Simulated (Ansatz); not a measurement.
Ansatz (a first-principles code) input (B3LYP/6-31+G*): A basis named .json is the Basis Set Exchange file of that set (core-valence sets with the plain set on hydrogen).

Ansatz 0.2 input:
```yaml
crystal:
  periodic: [false, false, false]
  atoms:
    - {symbol: N, position_ang: [0.00224146, -0.00382052, 0.11155442]}
    - {symbol: H, position_ang: [-0.00202883, 0.95117179, -0.22808750]}
    - {symbol: H, position_ang: [0.80949996, -0.46442426, -0.29287493]}
    - {symbol: H, position_ang: [-0.82316134, -0.46000387, -0.25991854]}
basis:
  gaussian:
    orbitals: 6-31+G_.json
hamiltonian:
  xc: {name: B3LYP}
magnetization: {spin_polarized: false}
```

Output:

```
Functional definition: B3LYP
integrals: 0.00 GiB planned
272 factors; integrals over basis functions are off by at most 3.7e-4 eV
mean field: 0.06 GiB planned
mean field evaluation 1: about -1533.1480 eV, gradient 5.5e1 eV
mean field evaluation 2: about -1523.2267 eV, gradient 8.2e1 eV
mean field evaluation 4: about -1538.9933 eV, gradient 1.4e-1 eV
mean field evaluation 8: about -1538.9921 eV, gradient 2.8e-3 eV
mean field -1538.99210670 eV, -56.5569167549 hartree, gradient 4.9e-5 eV, S^2 0.000000; 0 other end points of the search recorded, 0 dependent functions left out
reference -1538.99229983 eV, -56.5569238524 hartree; 5, 5 occupied and 20, 20 virtual orbitals, 272 factors
Total energy: -1538.99229983 eV, -56.5569238524 hartree
```
